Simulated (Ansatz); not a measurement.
# C3H6FNO: the cost of one run

Computed with Ansatz 0.2.0 through its Python package. Level of theory: PBE0/def2-SVP.

### 1 The structure

Bond lengths: C1–C2 1.465 Å, C2–O3 1.391 Å, C2–F4 1.323 Å, C2–C5 1.520 Å, C5–N6 1.323 Å, C1–H7 1.142 Å, C1–H8 1.120 Å, C1–H9 1.066 Å, O3–H10 1.019 Å, C5–H11 1.068 Å, N6–H12 1.039 Å. Angles (14 of 17 angles, heavy atoms first): C1–C2–O3 107.4°, C1–C2–F4 113.2°, C1–C2–C5 111.9°, O3–C2–F4 104.4°, O3–C2–C5 109.9°, F4–C2–C5 109.7°, C2–C5–N6 123.1°, C2–C1–H7 109.6°, C2–C1–H8 113.0°, C2–C1–H9 112.8°, C2–O3–H10 103.3°, C2–C5–H11 119.0°, N6–C5–H11 117.9°, C5–N6–H12 109.6°.

The script holds or builds the structure itself.

### 2 The code

Input file energy_c3h6fno.py:

```python
# -*- coding: utf-8 -*-
"""Electronic structure of the C3H6FNO molecule."""

import ansatz as az
import numpy as np
import pandas as pd

GEOMETRY = """
C    -1.01290   -0.28260   -0.96670
C     0.00200   -0.35420    0.08680
O     0.84200   -1.42090   -0.21590
F    -0.49980   -0.65720    1.27300
C     0.80980    0.92940    0.18500
N     0.94680    1.61300    1.30930
H    -1.73780    0.57080   -0.74260
H    -0.58410   -0.02890   -1.97030
H    -1.62800   -1.15280   -1.00730
H     1.20050   -1.70160    0.69520
H     1.29270    1.30470   -0.69010
H     0.44570    1.12500    2.07750
"""

mol = az.Crystal.molecule()
for line in GEOMETRY.strip().splitlines():
    symbol, *xyz = line.split()
    mol = mol.atom(symbol, [float(v) for v in xyz])

calculation = (
    mol.calculation()
    .basis(gaussian="def2-SVP")
    .functional("pbe0")
    .forces()
)
summary = calculation.session().plan(threads=1).execute().report

print("reference energy %16.6f eV" % summary["reference_energy_ev"])
print("total energy     %16.6f eV" % summary["free_energy_ev"])
print("occupied orbitals outside the frozen core (up, down):", summary["n_occupied"], " frozen:", summary["n_frozen"], " virtual:", summary["n_virtual"])

field = summary["mean_field"]
print("<S^2> =", round(abs(field["state"]["spin_squared"]), 4), " all-electron relativity setting:", field["relativity"])
print("passes:", field["passes"])
if "symmetry" in field:
    print("occupied orbitals by irrep:", field["symmetry"]["occupied"])

symbols = [site.symbol for site in mol.cartesian_sites]
forces = np.array(summary["forces_ev_ang"])
print("largest force", round(float(np.linalg.norm(forces, axis=1).max()), 4), "eV/A, rms", round(float(np.sqrt((forces ** 2).mean())), 4))

charges = summary["charge_distribution"]
table = pd.DataFrame({"atom": symbols, "mulliken": charges["mulliken_charges_e"], "lowdin": charges["lowdin_charges_e"]})
print(table.round(3).to_string())
print("dipole (e A):", np.round(charges["dipole_moment_e_ang"], 4) + 0.0)
```

### 3 The input behind the calls

The package turns the script's settings into the engine's input:

```yaml
crystal:
  periodic: [false, false, false]
  atoms:
    - { symbol: C, position_ang: [-1.0129, -0.2826, -0.9667] }
    - { symbol: C, position_ang: [0.002, -0.3542, 0.0868] }
    - { symbol: O, position_ang: [0.842, -1.4209, -0.2159] }
    - { symbol: F, position_ang: [-0.4998, -0.6572, 1.273] }
    - { symbol: C, position_ang: [0.8098, 0.9294, 0.185] }
    - { symbol: "N", position_ang: [0.9468, 1.613, 1.3093] }
    - { symbol: H, position_ang: [-1.7378, 0.5708, -0.7426] }
    - { symbol: H, position_ang: [-0.5841, -0.0289, -1.9703] }
    - { symbol: H, position_ang: [-1.628, -1.1528, -1.0073] }
    - { symbol: H, position_ang: [1.2005, -1.7016, 0.6952] }
    - { symbol: H, position_ang: [1.2927, 1.3047, -0.6901] }
    - { symbol: H, position_ang: [0.4457, 1.125, 2.0775] }
basis:
  gaussian:
    orbitals: def2-SVP
hamiltonian:
  xc: pbe0
output:
  forces: true
```

### 4 Running it

On the command line:

```sh
$ python energy_c3h6fno.py
```

Q: Estimate wall time and peak memory on 1 thread of Arm Neoverse V2, shared host.

About 6.1 s, with a peak of 0.35 GiB.
